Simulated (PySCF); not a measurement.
Values are calculated unless marked as measured or tabulated.
# CH4Si

The system: CH4Si, a carbene (divalent C1, bonded to 1 Si + 1 H); neutral, triplet. The structure, one conformer, was relaxed in the gas phase by PBE0-D3(BJ)/def2-SVP. No frequency run checks that it is a minimum.

Singlet and triplet of such a carbene can lie close, and which is the ground state isn't settled here.

SMILES: [CH][SiH3]

| atom | x (Å) | y (Å) | z (Å) |
| --- | --- | --- | --- |
| C1 | -0.103 | -1.247 | 0.387 |
| Si2 | -0.015 | 0.462 | -0.234 |
| H3 | 0.068 | -2.062 | 1.088 |
| H4 | 1.289 | 0.709 | -0.929 |
| H5 | -1.123 | 0.697 | -1.210 |
| H6 | -0.145 | 1.449 | 0.886 |

EPR values by unrestricted B3LYP, IGLO-III on C Si, pcH-1 on H.

(1) Predict g and the largest hyperfine couplings. Where does the spin sit?

(2) How do the isotropic couplings move with BHandHLYP?

Answers

(1) g = 2.0022, 2.0024, 2.0026. The zero-field splitting dominates the spectrum: D = 0.74 cm⁻¹, |E| = 0.0086 cm⁻¹ (spin-spin and spin-orbit parts, DFT, rough). The spin sits on C1 (97 %, bonded to 1 Si + 1 H) by Mulliken populations.
```json
{"atom": "C1", "isotope": "13C", "isotropic (MHz)": "111.9", "dipolar, principal values (MHz)": "-75.8, 36.1, 39.7"}
{"atom": "H3", "isotope": "1H", "isotropic (MHz)": "-48.8", "dipolar, principal values (MHz)": "-19.1, -18.2, 37.2"}
{"atom": "H6", "isotope": "1H", "isotropic (MHz)": "56.4", "dipolar, principal values (MHz)": "-3.2, -2.1, 5.4"}
{"atom": "H4", "isotope": "1H", "isotropic (MHz)": "50.5", "dipolar, principal values (MHz)": "-3.3, -2.2, 5.5"}
{"atom": "H5", "isotope": "1H", "isotropic (MHz)": "33.4", "dipolar, principal values (MHz)": "-3.2, -2.7, 5.9"}
{"atom": "Si2", "isotope": "29Si", "isotropic (MHz)": "33.9", "dipolar, principal values (MHz)": "-1.9, 0.5, 1.5"}
```

(2) C1 111.9 to 132.5 MHz, H3 -48.8 to -57.5 MHz, H6 56.4 to 51.9 MHz, H4 50.5 to 46.1 MHz.
